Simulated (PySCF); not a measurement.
C₂H₇N, SMILES CCN, singlet, PBE0/def2-SVP optimised geometry.

```
10

C      0.88    -0.41     0.00
C     -0.65    -0.41     0.00
N     -1.29     0.89     0.00
H      1.29    -1.43     0.00
H      1.27     0.11     0.89
H      1.27     0.11    -0.89
H     -1.01    -0.97     0.88
H     -1.01    -0.97    -0.88
H     -0.99     1.43    -0.81
H     -0.99     1.43     0.81
```

Density from PySCF 2.14.0 with PBE0/def2-TZVP at that geometry.

Minimum of the electron density along straight lines between bonded atoms, close to the bond critical point (lines longer than 1.1 times the sum of covalent radii, or with two minima, are not listed):

```tsv
bond	length / Å	ρ at the minimum / e bohr⁻³	∇²ρ there / e bohr⁻⁵	position (fraction from the first atom)
C1–C2	1.524	0.249	-0.63	0.50
C2–N3	1.450	0.274	-0.73	0.41
C1–H4	1.102	0.270	-0.90	0.64
C1–H5	1.103	0.270	-0.90	0.64
C1–H6	1.103	0.270	-0.90	0.64
C2–H7	1.104	0.276	-0.94	0.64
C2–H8	1.104	0.276	-0.94	0.64
N3–H9	1.019	0.334	-1.55	0.73
N3–H10	1.019	0.334	-1.55	0.73
```
